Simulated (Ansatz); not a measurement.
A made-up structure of CH$_{3}$OS, doublet:

O1  (0.590, 0.073, -1.387)
C2  (-0.044, -0.361, -0.297)
S3  (-0.760, 0.871, 0.846)
H4  (1.353, -0.469, -1.641)
H5  (-0.865, -1.047, -0.567)
H6  (0.406, 1.461, 1.149)
(Å)

It is relaxed with PBE-D4/def2-SVP and then PBE0-D4/def2-TZVP (Ansatz 0.2.0). Atoms count as bonded within 1.22 times the sum of their covalent radii (H–H: 0.88 Å). The end point is not checked to be a true minimum.

Question: Does its bonding change? (Judge from chemistry; the calculation decides.)

Answer: By the calculation: No: no bond forms or breaks.

Where it ends: The first stage lowers the energy by 0.26 eV in 9 steps. It ends as CH₃OS ([OH][CH][SH]):
```xyz
6
angstrom
O 0.7970 0.1694 -1.2486
C -0.0804 -0.2656 -0.3017
S -0.7861 0.9176 0.7331
H 1.0826 -0.5839 -1.7750
H -0.6958 -1.1305 -0.5292
H 0.3638 1.4223 1.2240
```

Labels in which every atom is bracketed show which atoms are joined, not bond orders.

For scale, one of the runs: PBE0-D4/def2-TZVP relaxation, 117 basis functions, launched by `ansatz run in.yaml --threads 2 --pin off --events-out ev --progress --plain --max-ram 4352MiB`. Hardware: 2 CPU threads of an Arm Neoverse V2, shared host. Wall time about 18 s.
